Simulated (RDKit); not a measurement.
RDKit input (MMFF94):

```python
from rdkit import Chem
from rdkit.Chem import AllChem, rdDetermineBonds

mol = Chem.MolFromXYZFile('mol.xyz')
rdDetermineBonds.DetermineBonds(mol, charge=-1)
print('SMILES', Chem.MolToSmiles(Chem.RemoveHs(mol)))
ff = AllChem.MMFFGetMoleculeForceField(mol, AllChem.MMFFGetMoleculeProperties(mol))
e0 = ff.CalcEnergy()
flag = ff.Minimize(maxIts=5000, forceTol=1e-5)
print(f'energy {e0:.4f} -> {ff.CalcEnergy():.4f} kcal/mol, converged: {flag == 0}')
print(Chem.MolToXYZBlock(mol))
```
mol.xyz:
```
8

O      0.00099809     0.01389308     1.14711140
C      0.00924645     1.12452499     0.24677396
C     -0.00831003    -1.06235820     0.31731738
C      0.00561935     0.80061591    -1.07178213
C     -0.00608590    -0.66131746    -0.98413576
H      0.01719716     2.05952955     0.79186404
H     -0.01570943    -2.02795876     0.80476096
H     -0.01229172    -1.35150690    -1.82255693
```

From the last part of the output:

```
SMILES [c-]1ccoc1
energy 5.8482 -> 0.8198 kcal/mol, converged: True
8

O      0.001183    0.040058    1.113935
C      0.009286    1.124772    0.295741
C     -0.008260   -1.055510    0.310471
C      0.005122    0.734123   -1.022844
C     -0.006268   -0.681093   -1.013027
H      0.017404    2.085297    0.790354
H     -0.015542   -2.008655    0.820870
H     -0.012262   -1.343571   -1.866146
```

The dipole moment of an ion depends on the origin.
